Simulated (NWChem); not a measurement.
# CH5O+ (SMILES C[OH2+]) at CAM-B3LYP/6-31G(d) (spherical functions)

What is the vertical ionisation energy of CH5O+ at CAM-B3LYP/6-31G* (spherical functions)? 

The results are computed with NWChem 7.3.0.

3 further runs of the same task are left out: 3 set aside as unsound or not needed.

### Step 1. Starting point

The species is CH5O+ (7 atoms), meant as a singlet with charge +1. As SMILES, `C[OH2+]`. The coordinates come from a PBE0-D4/def2-TZVP relaxation.

Bond lengths: C1–O2 1.498 Å, C1–H3 1.086 Å, C1–H4 1.086 Å, C1–H5 1.087 Å, O2–H6 0.974 Å, O2–H7 0.974 Å. Angles: C1–O2–H6 114.4°, C1–O2–H7 114.4°, O2–C1–H3 104.9°, O2–C1–H4 104.9°, O2–C1–H5 108.6°, H6–O2–H7 110.3°, H3–C1–H4 111.4°, H3–C1–H5 113.1°, H4–C1–H5 113.1°.

### Step 2. The energy at CAM-B3LYP/6-31G(d) (spherical functions)

work.nw

```
start work
memory 2200 mb
charge 1

geometry units angstrom noautosym nocenter noautoz
 C    -0.310200   -0.443600   -0.333100
 O     0.309300    0.508700    0.643200
 H    -0.013400   -1.429700    0.011600
 H    -1.380700   -0.292600   -0.230000
 H     0.059900   -0.210100   -1.328200
 H     0.058900    1.440400    0.510200
 H     1.276200    0.426900    0.726300
end

basis spherical bse
 * library 6-31G*
end

dft
 xc xcamb88 1.00 lyp 0.81 vwn_5 0.19 hfexch 1.00
 cam 0.33 cam_alpha 0.19 cam_beta 0.46
 grid lebedev 35 6
 convergence energy 1e-08
 direct
 maxiter 100
 mulliken
 print low
end

task dft energy
```

The run is started by

```bash
$ nwchem work.nw > work.out
```

Output:

```text
[...]
 d= 0,ls=0.0,diis     1   -115.8297174961 -1.62D+02  2.45D-02  1.42D+00     0.4
[...]
 d= 0,ls=0.0,diis     8   -115.9574910148 -4.44D-10  4.37D-07  7.01D-10     2.5
         Total DFT energy =     -115.957491014820
      One electron energy =     -242.710859690336
           Coulomb energy =       96.286948028924
    Exchange-Corr. energy =      -15.533626441829
 Nuclear repulsion energy =       46.000047088421
[...]
      Total Density - Mulliken Population Analysis
     ---------------------------------------------
    Atom       Charge   Shell Charges
 -----------   ------   -------------------------------------------------------
    1 C    6     6.28   2.00  0.69  2.05  0.64  0.85  0.05
    2 O    8     8.60   2.00  0.89  3.01  0.92  1.75  0.03
    3 H    1     0.72   0.51  0.21
    4 H    1     0.72   0.51  0.21
    5 H    1     0.74   0.51  0.23
    6 H    1     0.47   0.43  0.04
    7 H    1     0.47   0.43  0.04
[...]
```

Run time: 3.3 s. Hardware: 1 thread of Intel Xeon Platinum 8488C (Sapphire Rapids), shared host; peak memory 0.1 GiB.

### Step 3. Doublet [CH5O]2+ at the same level

work.nw

```
echo
start work
title "CH5O CAM-B3LYP"
memory stack 880 mb heap 220 mb global 1100 mb
charge 2

geometry units angstrom noautosym nocenter noautoz
  C    -0.310200   -0.443600   -0.333100
  O     0.309300    0.508700    0.643200
  H    -0.013400   -1.429700    0.011600
  H    -1.380700   -0.292600   -0.230000
  H     0.059900   -0.210100   -1.328200
  H     0.058900    1.440400    0.510200
  H     1.276200    0.426900    0.726300
end

basis "ao basis" spherical bse
  * library 6-31G*
end

dft
  xc xcamb88 1.00 lyp 0.81 vwn_5 0.19 hfexch 1.00
  cam 0.33 cam_alpha 0.19 cam_beta 0.46
  mult 2
  grid lebedev 35 6
  convergence energy 1e-08
  direct
  maxiter 100
  mulliken
  print low
end

task dft energy
```

The run is started by

```bash
$ nwchem work.nw > work.out
```

Output:

```text
[...]
 d= 0,ls=0.0,diis     1   -114.7683895741 -1.61D+02  2.26D-02  1.15D+00     0.5
[...]
 d= 0,ls=0.0,diis    12   -115.2035944031 -3.76D-09  5.32D-07  4.01D-10     4.1
[...]
         Total DFT energy =     -115.203594403093
      One electron energy =     -236.089071851745
           Coulomb energy =       89.996466763024
    Exchange-Corr. energy =      -15.111036402794
 Nuclear repulsion energy =       46.000047088421
[...]
      Total Density - Mulliken Population Analysis
     ---------------------------------------------
    Atom       Charge   Shell Charges
 -----------   ------   -------------------------------------------------------
    1 C    6     6.24   2.00  0.75  1.99  0.70  0.76  0.05
    2 O    8     8.39   2.00  0.92  2.95  0.91  1.58  0.03
    3 H    1     0.56   0.47  0.09
    4 H    1     0.56   0.47  0.09
    5 H    1     0.49   0.42  0.08
    6 H    1     0.38   0.39 -0.01
    7 H    1     0.38   0.39 -0.01
[...]
      <S2> =      0.7541 (Exact =     0.7500)
[...]
```

Wall time 4.8 s (1 thread of Intel Xeon Platinum 8488C (Sapphire Rapids), shared host); peak memory 0.1 GiB.

### Step 4. Results

Level: CAM-B3LYP/6-31G* (spherical functions).

| quantity | value |
| --- | --- |
| singlet CH5O+: total energy | -115.95749 Eh |
| doublet [CH5O]2+: total energy | -115.20359 Eh |
| doublet [CH5O]2+: ⟨S²⟩ | 0.754 |
| vertical ionisation energy (to the doublet dication) | 20.515 eV |

The vertical ionisation energy comes to 20.51 eV (1979 kJ/mol).
